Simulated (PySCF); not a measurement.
**BH⁺ under other conditions**

How does BH⁺ answer to another spin, charge, distance or environment?

Program: PySCF 2.14.0. Level of theory: method and basis as typed in the scripts. These are calculated values, not measurements.

**1. The starting structure**

BH⁺: 2 atoms, charge 1, spin multiplicity 2.

Bond lengths: B1–H2 1.235 Å.

**2. Base script**

File input.py:

```python
from pyscf import gto, scf

mol = gto.M(
    atom='B 0 0 0; H 0 0 1.235',
    basis='6-311++g**',
    charge=1,
    spin=1,
    symmetry=True,
    verbose=4,
)
mf = scf.UHF(mol)
mf.kernel()
mf.analyze()
print('orbital energies (hartree):', [e[max(0, n-3):n+3].round(4) for e, n in zip(mf.mo_energy, mol.nelec)])
```

Run with:

```sh
> OMP_NUM_THREADS=1 python input.py
```

Its log is not repeated here.

In short: E(SCF) = -24.818541 Eh, 10 cycles, ⟨S²⟩ = 0.756.

The bond length is a typed value, not an optimised one. The dipole of an ion depends on the origin.

**3. Electric field 0.001 a.u.**

Run 1 changes electric field: none → 0.001 a.u.; point-group symmetry: on → off.

File input.py:

```python
from pyscf import gto, scf

mol = gto.M(
    atom='B 0 0 0; H 0 0 1.235',
    basis='6-311++g**',
    charge=1,
    spin=1,
    verbose=4,
)
mf = scf.UHF(mol)
field = 0.001  # electric field along z, atomic units
h = mf.get_hcore() + field*mol.intor('int1e_r')[2]
mf.get_hcore = lambda *args: h
e_nuc = mol.energy_nuc() - field*mol.atom_charges() @ mol.atom_coords()[:, 2]
mf.energy_nuc = lambda *args: e_nuc
mf.kernel()
mf.analyze()
print('orbital energies (hartree):', [e[max(0, n-3):n+3].round(4) for e, n in zip(mf.mo_energy, mol.nelec)])
```

Run with:

```sh
> OMP_NUM_THREADS=1 python input.py
```

**4. Bond 1.383 Å**

Run 2 changes bond length: 1.235 Å → 1.383 Å.

Changes to input.py since step 2:

```diff
@@ -3,3 +3,3 @@
 mol = gto.M(
-    atom='B 0 0 0; H 0 0 1.235',
+    atom='B 0 0 0; H 0 0 1.383',
     basis='6-311++g**',
```

**5. Bond 0.988 Å**

Run 3 changes bond length: 1.235 Å → 0.988 Å.

Changes to input.py since step 2:

```diff
@@ -3,3 +3,3 @@
 mol = gto.M(
-    atom='B 0 0 0; H 0 0 1.235',
+    atom='B 0 0 0; H 0 0 0.988',
     basis='6-311++g**',
```

**6. Bond 1.272 Å**

Run 4 changes bond length: 1.235 Å → 1.272 Å.

Changes to input.py since step 2:

```diff
@@ -3,3 +3,3 @@
 mol = gto.M(
-    atom='B 0 0 0; H 0 0 1.235',
+    atom='B 0 0 0; H 0 0 1.272',
     basis='6-311++g**',
```

**7. Charge +2 (singlet)**

Run 5 changes charge: 1 → 2; spin (2S): 1 → 0.

Changes to input.py since step 2:

```diff
@@ -5,4 +5,4 @@
     basis='6-311++g**',
-    charge=1,
-    spin=1,
+    charge=2,
+    spin=0,
     symmetry=True,
```

**8. Quartet**

Run 6 changes spin (2S): 1 → 3.

Changes to input.py since step 2:

```diff
@@ -6,3 +6,3 @@
     charge=1,
-    spin=1,
+    spin=3,
     symmetry=True,
```

**Question.** What will these runs give? Wanted: for each run, E(SCF); from base; gap, α spin.

The runs gave:

| run | E(SCF) (hartree) | from base (eV) | cycles | gap, α spin (eV) |
| --- | --- | --- | --- | --- |
| base | -24.818541 | 0 | 10 | 14.69 |
| electric field 0.001 a.u. | -24.818874 | not comparable | 10 | 14.70 |
| bond 1.383 Å | -24.806989 | +0.3143 | 10 | 14.42 |
| bond 0.988 Å | -24.792908 | +0.6975 | 9 | 15.05 |
| bond 1.272 Å | -24.816674 | +0.0508 | 10 | 14.62 |
| charge +2 (singlet) | -24.028001 | +21.5117 | 7 | 16.21 |
| quartet | -24.597294 | +6.0204 | 8 | 0.00 |

What this shows: Of the runs whose energies can be compared, “quartet” moves the SCF energy most (+6.020 eV). At the SCF level, going to the singlet with one electron fewer costs 21.51 eV at fixed geometry. The quartet solution found lies 6.02 eV above the base doublet at this geometry and level.
